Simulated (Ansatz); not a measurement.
Reaction (hydrogenolysis of a C–Cl bond): `ClC1=CCOC1` + H₂ → `C1=CCOC1` + HCl

Program: Ansatz. Geometries: PBE0-D4/def2-TZVP. ΔE: electronic, gas phase. CBS: MP2 limit from def2 TZ/QZ plus the TZ coupled-cluster correction, frozen cores. This one scheme is used for every species. Functionals use def2-TZVPP. B3LYP here is the variant with VWN-RPA as its local correlation; programs differ in this.

```
             level  ΔE (kcal/mol)  difference from CCSD(T)/CBS
            PBE-D4          -15.5                          2.9
         r2SCAN-D4          -16.6                          1.8
           PBE0-D4          -17.3                          1.1
          B3LYP-D4          -17.4                          1.0
           ωB97X-V          -17.8                          0.6
           ωB97M-V          -18.1                          0.3
            B2PLYP          -18.7                         -0.3
               PBE          -16.7                          1.7
            r2SCAN          -16.9                          1.5
              PBE0          -18.4                          0.0
             B3LYP          -19.4                         -1.0
     HF/def2-TZVPP          -23.7                         -5.3
    MP2/def2-TZVPP          -16.9                          1.5
SCS-MP2/def2-TZVPP          -17.9                          0.5
   CCSD/def2-TZVPP          -20.3                         -1.9
CCSD(T)/def2-TZVPP          -18.8                         -0.4
     HF/def2-QZVPP          -23.7                         -5.3
    MP2/def2-QZVPP          -16.7                          1.7
SCS-MP2/def2-QZVPP          -17.8                          0.6
      HF/CBS(def2)          -23.7                         -5.3
     MP2/CBS(def2)          -16.5                          1.9
    CCSD/CBS(def2)          -19.9                         -1.5
       CCSD(T)/CBS          -18.4                            0
```

Largest T1 diagnostic among the species: 0.011.

In def2-TZVPP, CCSD(T) changes the Hartree–Fock value by +4.9 kcal/mol (the triples alone add +1.5 kcal/mol) and MP2 by +6.7 kcal/mol. The D4 term adds +2.0 kcal/mol with B3LYP and +1.1 kcal/mol with PBE0; it sums over pairs of atoms, weighted by their polarisabilities, and B3LYP, whose exchange is more repulsive, gets the larger term. From PBE to PBE0 (25 % exact exchange), in def2-TZVPP and without D4, ΔE moves by −1.7 kcal/mol.
